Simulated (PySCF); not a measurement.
All numbers come from PySCF, PBE0, basis C def2-TZVP, H def2-TZVP, F def2-TZVP (no relativity, density fitting). Open shells, if any, are unrestricted.

Question: What spin state, shape and geometry does isolated CHF take (every ligand bound to C)?

Answer: Counting electrons, carbon keeps 2 of its valence electrons outside its bonds, so the VSEPR class is AX2E1 and the expected shape is bent; with unlike ligands the computed point group is Cs. The lowest minimum found is a singlet of Cs symmetry with C–F 1.301 Å, C–H 1.126 Å; F–C–H 102.3°. Its harmonic wavenumbers are 1249 (a'), 1443 (a'), 2774 (a') cm⁻¹ and its dipole moment is 1.50 D.

Only a few start shapes were tried, so a lower isomer may exist.
